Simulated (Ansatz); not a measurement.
# ULC-wPBE-D3(BJ)/Sapporo-DZP (sfX2C, damping of pbe, start density atoms) run of CH4NSi (SMILES C=N[SiH2])

What is the energy difference between two shapes of CH4NSi at ULC-wPBE-D3(BJ)/Sapporo-DZP (sfX2C, damping of pbe, start density atoms)? 

The results are computed with Ansatz 0.2.0.

4 further runs of the same task are left out: 4 set aside as unsound or not needed. Runs told in other sessions of the task aren't counted.

### Step 1. The system as given

CH4NSi has 7 atoms, charge 0, and is taken as a doublet. As SMILES, `C=N[SiH2]`. The coordinates come from a GFN2-xTB relaxation.

Bond lengths: C1–N2 1.298 Å, N2–Si3 1.642 Å, C1–H4 1.080 Å, C1–H5 1.083 Å, Si3–H6 1.458 Å, Si3–H7 1.446 Å. Angles: C1–N2–Si3 141.5°, N2–C1–H4 117.7°, N2–C1–H5 124.7°, N2–Si3–H6 133.0°, N2–Si3–H7 110.5°, H4–C1–H5 117.6°, H6–Si3–H7 116.5°.

### Step 2. Energy and forces at ULC-wPBE-D3(BJ)/Sapporo-DZP (sfX2C, damping of pbe, start density atoms)

File molecule.yaml:

```yaml
crystal:
  periodic: [false, false, false]
  atoms:
    - {symbol: C, position_ang: [-1.243710, -0.210880, -0.669260]}
    - {symbol: "N", position_ang: [-0.016440, -0.432190, -0.308170]}
    - {symbol: Si, position_ang: [1.178680, 0.190460, 0.630130]}
    - {symbol: H, position_ang: [-1.697610, -0.908750, -1.356980]}
    - {symbol: H, position_ang: [-1.844990, 0.624540, -0.331550]}
    - {symbol: H, position_ang: [1.258060, 1.367600, 1.486690]}
    - {symbol: H, position_ang: [2.366000, -0.630770, 0.549130]}
basis:
  gaussian:
    orbitals: Sapporo-DZP.json
hamiltonian:
  xc: {name: LC-wPBE}
  dispersion: {method: d3bj, functional: pbe}
  pseudopotentials:
    relativity: scalar
magnetization:
  spin_polarized: true
  initial_magnetization: 1
accuracy: high
output:
  forces: true
  orbitals: {seedname: orbitals}
```

The basis set Sapporo-DZP is read from a file made from the Basis Set Exchange's data (not shown).

Launch:

```sh
$ ansatz run molecule.yaml --threads 1 --pin off --max-ram 2610MiB --events-out events.jsonl --progress --plain --runs-dir runs
```

Log:

```text
Warning: RAYON_NUM_THREADS=1 ignored (pool sized by the plan → 1); use --threads N
Functional definition: LC-wPBE
  name "LC-wPBE"
  parameter omega = 0.4/bohr
  exchange = pbe_x_sr(omega) + exact_x_lr(omega)
  correlation = pbe_c
1604 factors; integrals over basis functions are off by at most 3.7e-9 eV
433 factors; integrals over basis functions are off by at most 2.1e-9 eV
mean field evaluation 1: about -10473.4234 eV, gradient 3.0e1 eV
mean field evaluation 2: about -10471.8396 eV, gradient 3.7e1 eV
mean field evaluation 4: about -10478.1157 eV, gradient 1.8e0 eV
mean field evaluation 8: about -10478.2171 eV, gradient 1.5e-1 eV
mean field evaluation 16: about -10478.2186 eV, gradient 2.7e-4 eV
mean field -10478.21861481 eV, -385.0674317024 hartree, gradient 6.5e-8 eV, S^2 0.802444; 0 other end points of the search recorded, 0 dependent functions left out
the calculation of the forces begins
reference -10478.21861481 eV, -385.0674317024 hartree; 16, 15 occupied and 50, 51 virtual orbitals, 1604 factors
Total energy: -10478.33893367 eV, -385.0718533393 hartree
Relativity: scalar
Atom 0 at    -1.243710    -0.210880    -0.669260 Å, force     1.598158    -0.336317     0.432991 eV/Å
Atom 1 at    -0.016440    -0.432190    -0.308170 Å, force    -1.831128     0.147946    -0.675863 eV/Å
Atom 2 at     1.178680     0.190460     0.630130 Å, force     0.483023    -0.198227     0.073230 eV/Å
Atom 3 at    -1.697610    -0.908750    -1.356980 Å, force    -0.370236    -0.370459    -0.411532 eV/Å
Atom 4 at    -1.844990     0.624540    -0.331550 Å, force    -0.250523     0.483809     0.236247 eV/Å
Atom 5 at     1.258060     1.367600     1.486690 Å, force    -0.262083     0.538103     0.266586 eV/Å
Atom 6 at     2.366000    -0.630770     0.549130 Å, force     0.632789    -0.264855     0.078340 eV/Å
Dipole moment:    -0.149138     0.202110     0.078377 e Å
```

It took 13 s on 1 thread of Arm Neoverse V2, shared host.

### Step 3. The distorted shape at the same level

File molecule.yaml:

```yaml
crystal:
  periodic: [false, false, false]
  atoms:
    - {symbol: C, position_ang: [-1.241667, -0.236784, -0.687383]}
    - {symbol: "N", position_ang: [-0.011310, -0.414602, -0.297355]}
    - {symbol: Si, position_ang: [1.199750, 0.206160, 0.658223]}
    - {symbol: H, position_ang: [-1.675597, -0.924712, -1.376666]}
    - {symbol: H, position_ang: [-1.857310, 0.618962, -0.316701]}
    - {symbol: H, position_ang: [1.258719, 1.343362, 1.465032]}
    - {symbol: H, position_ang: [2.379322, -0.634346, 0.564281]}
basis:
  gaussian:
    orbitals: Sapporo-DZP.json
hamiltonian:
  xc: {name: LC-wPBE}
  dispersion: {method: d3bj, functional: pbe}
  pseudopotentials:
    relativity: scalar
magnetization:
  spin_polarized: true
  initial_magnetization: 1
accuracy: high
output:
  forces: true
  orbitals: {seedname: orbitals}
```

The basis set Sapporo-DZP is read from a file made from the Basis Set Exchange's data (not shown).

Launch:

```sh
$ ansatz run molecule.yaml --threads 1 --pin off --max-ram 2610MiB --events-out events.jsonl --progress --plain --runs-dir runs
```

Log, cut to the lines that bear on the results:

```text
Warning: RAYON_NUM_THREADS=1 ignored (pool sized by the plan → 1); use --threads N
Functional definition: LC-wPBE
  name "LC-wPBE"
[...]
1601 factors; integrals over basis functions are off by at most 3.7e-9 eV
435 factors; integrals over basis functions are off by at most 2.1e-9 eV
[...]
mean field -10478.12894886 eV, -385.0641365396 hartree, gradient 9.5e-8 eV, S^2 0.803115; 0 other end points of the search recorded, 0 dependent functions left out
[...]
reference -10478.12894886 eV, -385.0641365396 hartree; 16, 15 occupied and 50, 51 virtual orbitals, 1601 factors
Total energy: -10478.24889674 eV, -385.0685445430 hartree
Relativity: scalar
Atom 0 at    -1.241667    -0.236784    -0.687383 Å, force     1.809149     1.240238     1.683557 eV/Å
Atom 1 at    -0.011310    -0.414602    -0.297355 Å, force    -1.680049     0.110928    -0.655677 eV/Å
Atom 2 at     1.199750     0.206160     0.658223 Å, force    -0.180884    -1.708498    -1.220032 eV/Å
Atom 3 at    -1.675597    -0.924712    -1.376666 Å, force    -0.513815    -0.726899    -0.740715 eV/Å
Atom 4 at    -1.857310     0.618962    -0.316701 Å, force     0.178697    -0.467901    -0.283209 eV/Å
Atom 5 at     1.258719     1.343362     1.465032 Å, force    -0.159076     1.724497     1.116476 eV/Å
Atom 6 at     2.379322    -0.634346     0.564281 Å, force     0.545977    -0.172365     0.099600 eV/Å
Dipole moment:    -0.140346     0.198078     0.079940 e Å
```

It took 13 s on 1 thread of Arm Neoverse V2, shared host.

### Step 4. Summary of results

Level: ULC-wPBE-D3(BJ)/Sapporo-DZP (sfX2C, damping of pbe, start density atoms).

```
                                           quantity          value
                          first shape: total energy  -385.07185 Eh
                         first shape: dipole moment         1.26 D
    first shape: HOMO energy (highest over α and β)       -7.55 eV
     first shape: LUMO energy (lowest over α and β)        0.29 eV
                     first shape: dispersion energy  -11.61 kJ/mol
                                  first shape: ⟨S²⟩          0.802
              first shape: largest force on an atom     1.957 eV/Å
                      distorted shape: total energy  -385.06854 Eh
                     distorted shape: dipole moment         1.23 D
distorted shape: HOMO energy (highest over α and β)       -7.57 eV
 distorted shape: LUMO energy (lowest over α and β)        0.26 eV
                 distorted shape: dispersion energy  -11.57 kJ/mol
                              distorted shape: ⟨S²⟩          0.803
          distorted shape: largest force on an atom     2.765 eV/Å
             energy change with the atoms displaced       0.090 eV
```

With the atoms displaced the energy rises by 0.09 eV (8.7 kJ/mol). The first shape isn't relaxed at this level, so the change isn't measured from a minimum. The largest force (first shape) is 1.96 eV/Å: the shape isn't a stationary point for this species at this level. Mulliken charges (first shape) run from -0.21 on Si3 to +0.08 on H7; they depend strongly on the basis. Mulliken charges (distorted shape) run from -0.20 on Si3 to +0.08 on H6.
